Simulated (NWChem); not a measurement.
**the pair N2H4···CS2, step by step**

We compute the energy (singlet CH4N2S2, MP2/def2-SVP), then the energy (singlet N2H4, MP2/def2-SVP), then a single-point energy (singlet CS2, MP2/def2-SVP), then the energy (singlet N2H4, MP2/def2-SVP), then the energy (singlet CS2, MP2/def2-SVP) of CH4N2S2 and its partners. 

Program for the calculation: NWChem 7.3.0.

## (1) Starting point

CH4N2S2: 9 atoms, total charge 0, spin state singlet. The two molecules were placed rigidly side by side, at 1.1 times their contact distance; the pair isn't optimised.

Bond lengths: N1–N2 1.415 Å, S7–C8 1.548 Å, C8–S9 1.548 Å, N1–H3 1.014 Å, N1–H4 1.011 Å, N2–H5 1.014 Å, N2–H6 1.011 Å. Angles: S7–C8–S9 180.0°, N1–N2–H5 112.7°, N1–N2–H6 108.2°, N2–N1–H3 112.7°, N2–N1–H4 108.2°, H5–N2–H6 108.3°, H3–N1–H4 108.3°.

## (2) A single-point energy at MP2/def2-SVP (run 1)

ch4n2s2.nw

```
start ch4n2s2
title "CH4N2S2 mp2"
memory stack 880 mb heap 220 mb global 1100 mb
charge 0
geometry units angstrom noautosym nocenter noautoz
 N    -0.135120   -0.701680    0.195900
 N     0.447280    0.583820    0.089900
 H    -1.076220   -0.737580   -0.180500
 H     0.438680   -1.352180   -0.322700
 H     0.103880    1.104720   -0.709700
 H     0.221480    1.102920    0.927100
 S     2.778880    3.518240    1.295910
 C     1.730470    3.497950    2.435120
 S     0.682060    3.477660    3.574320
end
basis "ao basis" spherical bse
 * library def2-SVP
end
scf
 thresh 1e-08
 maxiter 80
 print low
end
mp2
 freeze core 13
 tight
end
task mp2 energy
```

Started as:

```
$ nwchem ch4n2s2.nw > ch4n2s2.out
```

The log of the run:

```text
[...]
  functions       =    98
[...]
  wavefunction    = RHF
[...]
         Total SCF energy =   -943.729807820000
      One-electron energy =  -1755.353371609560
      Two-electron energy =    583.038992005936
 Nuclear repulsion energy =    228.584571783624
        Time for solution =     10.5s
[...]
          Total MP2 energy          -944.468740160572
[...]
```

Run time: 14 s. Hardware: 1 thread of Intel Xeon Platinum 8488C (Sapphire Rapids), shared host; peak memory 0.28 GiB.

## (3) N2H4: the energy at MP2/def2-SVP (run 2)

work.nw

```
start work
title "H4N2"
memory stack 880 mb heap 220 mb global 1100 mb

geometry units angstroms noautosym nocenter noautoz
   N     -0.135120    -0.701680     0.195900
   N      0.447280     0.583820     0.089900
   H     -1.076220    -0.737580    -0.180500
   H      0.438680    -1.352180    -0.322700
   H      0.103880     1.104720    -0.709700
   H      0.221480     1.102920     0.927100
end

basis spherical bse
   * library def2-SVP
end

scf
   thresh 1e-08
   maxiter 80
   noprint "final vectors analysis"
end

mp2
   freeze core 2
   tight
end

task mp2 energy
```

Started as:

```
$ nwchem work.nw > work.out
```

The log of the run:

```text
[...]
  functions       =    48
[...]
  wavefunction    = RHF
[...]
         Total SCF energy =   -111.093164916177
      One-electron energy =   -233.660566825373
      Two-electron energy =     80.733687862795
 Nuclear repulsion energy =     41.833714046401
        Time for solution =      1.2s
[...]
          Total MP2 energy          -111.441952027310
[...]
```

It took 2.5 s on 1 thread of Intel Xeon Platinum 8488C (Sapphire Rapids), shared host; peak memory 0.11 GiB.

## (4) CS2: a single-point energy at MP2/def2-SVP (run 3)

cs2.nw

```
start cs2
title "CS2 mp2"
memory total 2200 mb
geometry units angstroms noautosym nocenter noautoz
 S        2.778880       3.518240       1.295910
 C        1.730470       3.497950       2.435120
 S        0.682060       3.477660       3.574320
end
basis spherical bse
 * library def2-SVP
end
scf
 thresh 1e-08
 maxiter 80
 print low
end
mp2
 freeze core 11
 tight
end
task mp2 energy
```

Started as:

```
$ nwchem cs2.nw > cs2.out
```

The log of the run:

```text
[...]
  functions       =    50
[...]
  wavefunction    = RHF
[...]
         Total SCF energy =   -832.636691592710
      One-electron energy =  -1366.859093269751
      Two-electron energy =    424.855924986221
 Nuclear repulsion energy =    109.366476690820
        Time for solution =      3.5s
[...]
          Total MP2 energy          -833.025157318275
[...]
```

Wall time 5.4 s (1 thread of Intel Xeon Platinum 8488C (Sapphire Rapids), shared host); peak memory 0.11 GiB.

## (5) N2H4 among ghost functions: a single-point energy at MP2/def2-SVP (with ghost functions) (run 4)

h4n2.nw

```
start h4n2
title "H4N2 mp2"
memory total 2200 mb

geometry noautosym nocenter noautoz
 N    -0.135120   -0.701680    0.195900
 N     0.447280    0.583820    0.089900
 H    -1.076220   -0.737580   -0.180500
 H     0.438680   -1.352180   -0.322700
 H     0.103880    1.104720   -0.709700
 H     0.221480    1.102920    0.927100
 bqS      2.778880     3.518240     1.295910
 bqC      1.730470     3.497950     2.435120
 bqS      0.682060     3.477660     3.574320
end

basis spherical bse
 N library def2-SVP
 H library def2-SVP
 bqS library S def2-SVP
 bqC library C def2-SVP
end

scf
 thresh 1e-08
 maxiter 80
 print low
end

mp2
 freeze core 2
 tight
end

task mp2 energy
```

Started as:

```
$ nwchem h4n2.nw > h4n2.out
```

The log of the run:

```text
[...]
  functions       =    98
[...]
  wavefunction    = RHF
[...]
         Total SCF energy =   -111.093433586192
      One-electron energy =   -233.655681205099
      Two-electron energy =     80.728533572505
 Nuclear repulsion energy =     41.833714046401
        Time for solution =      9.7s
[...]
          Total MP2 energy          -111.442365463511
[...]
```

Run time: 12 s. Hardware: 1 thread of Intel Xeon Platinum 8488C (Sapphire Rapids), shared host; peak memory 0.21 GiB.

## (6) CS2 among ghost functions: the energy at MP2/def2-SVP (with ghost functions) (run 5)

run.nw

```
start run
title "CS2 energy"
memory stack 880 mb heap 220 mb global 1100 mb

geometry units bohr noautosym nocenter noautoz
 S      5.25132213     6.64851004     2.44891498
 C      3.27011437     6.61016750     4.60170988
 S      1.28890660     6.57182495     6.75448588
 bqN     -0.255340    -1.325983     0.370197
 bqN      0.845237     1.103260     0.169886
 bqH     -2.033761    -1.393824    -0.341096
 bqH      0.828985    -2.555250    -0.609815
 bqH      0.196305     2.087618    -1.341139
 bqH      0.418537     2.084217     1.751965
end

basis spherical bse
 S library def2-SVP
 C library def2-SVP
 bqN library N def2-SVP
 bqH library H def2-SVP
end

scf
 thresh 1e-08
 maxiter 80
 print low
end

mp2
 freeze core 11
 tight
end

task mp2
```

Started as:

```
$ nwchem run.nw > run.out
```

The log of the run:

```text
[...]
  functions       =    98
[...]
  wavefunction    = RHF
[...]
         Total SCF energy =   -832.637110731018
      One-electron energy =  -1366.839148566769
      Two-electron energy =    424.835568991426
 Nuclear repulsion energy =    109.366468844325
        Time for solution =      7.2s
[...]
          Total MP2 energy          -833.025913432036
[...]
```

Run time: 9.6 s. Hardware: 1 thread of Intel Xeon Platinum 8488C (Sapphire Rapids), shared host; peak memory 0.21 GiB.

## (7) What came out

| quantity | value |
| --- | --- |
| run 1, MP2/def2-SVP: total energy | -944.46874 Eh |
| run 1, MP2/def2-SVP: correlation energy (13 core orbitals frozen) | -738.9 mEh |
| N2H4: total energy | -111.44195 Eh |
| N2H4: correlation energy (2 core orbitals frozen) | -348.8 mEh |
| CS2: total energy | -833.02516 Eh |
| CS2: correlation energy (11 core orbitals frozen) | -388.5 mEh |
| N2H4 among ghost functions: total energy | -111.44237 Eh |
| N2H4 among ghost functions: correlation energy (2 core orbitals frozen) | -348.9 mEh |
| CS2 among ghost functions: total energy | -833.02591 Eh |
| CS2 among ghost functions: correlation energy (11 core orbitals frozen) | -388.8 mEh |
| interaction energy of the rigid parts N2H4 and CS2 (parts in their own basis; closest atoms 3.21 Å apart) | -0.044 eV |
| interaction energy of the rigid parts N2H4 and CS2 (parts in the whole basis, counterpoise; closest atoms 3.21 Å apart) | -0.013 eV |

What this shows: The interaction energy of the rigid parts N2H4 and CS2 (parts in their own basis; closest atoms 3.21 Å apart) is −0.04 eV (−1.0 kcal/mol): the parts attract. Without counterpoise this holds the superposition error of the basis. The interaction energy of the rigid parts N2H4 and CS2 (parts in the whole basis, counterpoise; closest atoms 3.21 Å apart) is −0.01 eV (−0.3 kcal/mol). The basis-set superposition error is 3.1 kJ/mol. Mulliken charges (N2H4) run from -0.23 on N1 to +0.13 on H4.
